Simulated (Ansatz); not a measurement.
**C₂HFO₂: up Jacob's ladder to CCSD(T)**

One table from this session's results is given with a row withheld; the runs are named, their logs left out.

Method: functionals in def2-TZVPP, the program's frozen cores in correlated methods; program: Ansatz 0.2.0, Gaussian basis.

Plan: LDA (SPW92), PBE-D4, revPBE-D4, BLYP-D4, r2SCAN-D4, B97M-V, PBE0-D4, B3LYP-D4, r2SCANh-D4, r2SCAN0-D4, HSE06-D4, BHLYP-D4, CAM-B3LYP-D4, LC-ωPBE, ωB97X-V, ωB97M-V, B2PLYP, PBE-QIDH; CCSD(T)/def2-SVP; CCSD(T)/def2-TZVPP; MP2/def2-QZVPP; extrapolation to the limit; RPA on PBE.

## Structure used throughout

All runs share one geometry, relaxed beforehand with PBE0-D4 in a triple-zeta def2 set.

SMILES `O=C1OC1F`, 6 atoms, charge 0, spin multiplicity 1.

Atoms are counted from 1 here; the program's logs count them from 0.

Bond lengths: O1–C2 1.178 Å, C2–O3 1.338 Å, C2–C4 1.443 Å, O3–C4 1.463 Å, C4–F5 1.331 Å, C4–H6 1.086 Å. Angles: O1–C2–O3 138.9°, O1–C2–C4 157.7°, O3–C2–C4 63.4°, C2–O3–C4 61.8°, C2–C4–O3 54.8°, C2–C4–F5 120.5°, C2–C4–H6 125.4°, O3–C4–F5 114.3°, O3–C4–H6 114.7°, F5–C4–H6 112.2°.

Coordinates:

```
O    -0.6352   -1.9192    0.0717
C    -0.1171   -0.8624    0.0283
O     1.0944   -0.3410   -0.1988
C    -0.0143    0.5763    0.0674
F    -0.3840    1.3078   -0.9812
H     0.0984    1.1745    0.9665
```

The first run:

Input file in.yaml:

```yaml
crystal:
  periodic: [false, false, false]
  atoms:
    - {symbol: O, position_ang: [-0.635221, -1.919214, 0.071682]}
    - {symbol: C, position_ang: [-0.117123, -0.862431, 0.028330]}
    - {symbol: O, position_ang: [1.094416, -0.341020, -0.198810]}
    - {symbol: C, position_ang: [-0.014315, 0.576284, 0.067382]}
    - {symbol: F, position_ang: [-0.383997, 1.307764, -0.981212]}
    - {symbol: H, position_ang: [0.098439, 1.174517, 0.966528]}
basis:
  gaussian: {orbitals: def2-TZVPP}
hamiltonian: {xc: lda}
output: {orbitals: {seedname: orbitals}}
```

Started as:

```
$ ansatz run in.yaml --threads 2 --pin off --events-out ev --progress --plain --max-ram 4352MiB
```

Among the steps run: LDA; PBE-D4 (GGA); revPBE-D4 (GGA); BLYP-D4 (GGA); r2SCAN-D4 (meta-GGA); B97M-V (meta-GGA); PBE0-D4 (hybrid); B3LYP-D4 (hybrid); r2SCANh-D4 (hybrid); r2SCAN0-D4 (hybrid); HSE06-D4 (hybrid); BHLYP-D4 (hybrid); CAM-B3LYP-D4 (range-separated); LC-ωPBE (range-separated); ωB97X-V (range-separated); ωB97M-V (range-separated); B2PLYP (double hybrid); PBE-QIDH (double hybrid).

One of the session's tables, all rows but one given; the rest of the session is left out.

It belongs to the step «Orbital energies across the functionals». 

```
  functional  HOMO (eV)  gap (eV)
 LDA (SPW92)      -7.19      4.92
      PBE-D4      -6.97      5.01
   revPBE-D4      -6.89      5.05
     BLYP-D4      -6.91      5.05
   r2SCAN-D4      -7.30      5.57
      B97M-V      -7.40      5.82
     PBE0-D4      -8.60      7.76
    B3LYP-D4      -8.38      7.24
  r2SCANh-D4      -7.91      6.59
  r2SCAN0-D4      -8.83      8.12
    HSE06-D4      -8.19      6.96
    BHLYP-D4     -10.20     10.56
CAM-B3LYP-D4     -10.10     10.45
     LC-ωPBE     -11.37     13.04
     ωB97X-V     -11.02     12.63
     ωB97M-V          ?         ?
```

Q: Estimate the row for ωB97M-V from the others.

**Answer.** HOMO (eV): -10.96; gap (eV): 12.48. In the column «HOMO (eV)» it lies between ωB97X-V (-11.02) and BHLYP-D4 (-10.20).
